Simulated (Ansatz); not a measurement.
**COS₂: geometry and frequencies at several levels**

Aim: geometry and frequencies at several levels, for COS₂, with the cost of each level.

Computed with Ansatz 0.2.0 (the levels named in each step, unless a step's input says otherwise).

## 1. Starting point

Bond lengths: O1–S2 1.471 Å, S2–C3 1.630 Å, C3–S4 1.553 Å. Angles: O1–S2–C3 109.5°, S2–C3–S4 174.8°.

Structure file:

```xyz
4

O    -2.0697    0.0060   -0.3363
S    -1.0221   -0.3014    0.6489
C     0.4407    0.0228    0.0061
S     1.8897    0.2899   -0.4834
```

## 2. A rough first relaxation, PBE-D4/def2-SVP

The input, input.yaml:

```yaml
crystal:
  periodic: [false, false, false]
  atoms:
    - { symbol: O, position_ang: [-2.06966, 0.00601, -0.33629] }
    - { symbol: S, position_ang: [-1.02212, -0.30139, 0.64889] }
    - { symbol: C, position_ang: [0.44074, 0.02278, 0.00608] }
    - { symbol: S, position_ang: [1.88973, 0.28986, -0.48337] }
basis:
  gaussian: { orbitals: def2-SVP }
hamiltonian:
  xc: pbe
  dispersion: d4
relax:
  f_tol: 0.03
  max_steps: 200
```

On the command line:

```console
$ ansatz run input.yaml --threads 2 --pin off --max-ram 5120MiB --backend cpu --events-out ev --progress --plain --runs-dir out
```

Further steps of the session: Relaxation, HF/STO-3G; Frequencies, HF/STO-3G; Relaxation, HF/6-31G*; Frequencies, HF/6-31G*; Relaxation, LDA/def2-SVP; Frequencies, LDA/def2-SVP; Relaxation, PBE-D4/def2-SVP; Frequencies, PBE-D4/def2-SVP.

What does the calculation give? Wanted: O1–S2 at PBE-D4/def2-SVP; S2–C3 at PBE-D4/def2-SVP; C3–S4 at PBE-D4/def2-SVP; frequencies at PBE-D4/def2-SVP.

The runs gave:

```
                      quantity            value
      O1–S2 at PBE-D4/def2-SVP          1.529 Å
      S2–C3 at PBE-D4/def2-SVP          1.655 Å
      C3–S4 at PBE-D4/def2-SVP          1.565 Å
frequencies at PBE-D4/def2-SVP  85 to 1409 cm⁻¹
```

**Reading.** The O–S distance spreads over 0.455 Å, from HF/6-31G* (shortest) to HF/STO-3G. No mode is imaginary, so the geometry is a minimum.
